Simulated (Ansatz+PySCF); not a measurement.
A calculation with Ansatz (development build ahead of 0.2.0).

```yaml
crystal:
  periodic: [false, false, false]
  atoms:
    - { symbol: F, position_ang: [0.0, 0.0, 0.0] }
    - { symbol: Mg, position_ang: [0.78783, 1.05044, 2.27428] }
basis:
  gaussian: { orbitals: STO-3G }
magnetization:
  spin_polarized: true
  initial_magnetization: 1
hamiltonian:
  xc: hf
correlation:
  method: ccsd_t
  frozen_orbitals: { F: 1, Mg: 1 }
scf:
  omitted_lower_state_checks: [stability, starts, atomic_configurations, cluster_reference, orbital_swaps, given_window_search, neighbouring_geometries, increment]
```

The input is written out in the form of the current development build from the run's settings.

The run gave:

```json
{"Converged": "yes", "Reference energy": "-294.99829 hartree", "CCSD correlation energy": "-0.05222 hartree", "Triples correction": "-0.00096 hartree", "Total energy": "-295.05147 hartree", "Spin squared of the determinant": "0.769", "T1 diagnostic": "0.008", "Largest doubles amplitude": "0.12", "Occupied orbitals by symmetry in an Abelian subgroup (alpha; beta)": "7 A1 2 B1 2 B2; 6 A1 2 B1 2 B2"}
```
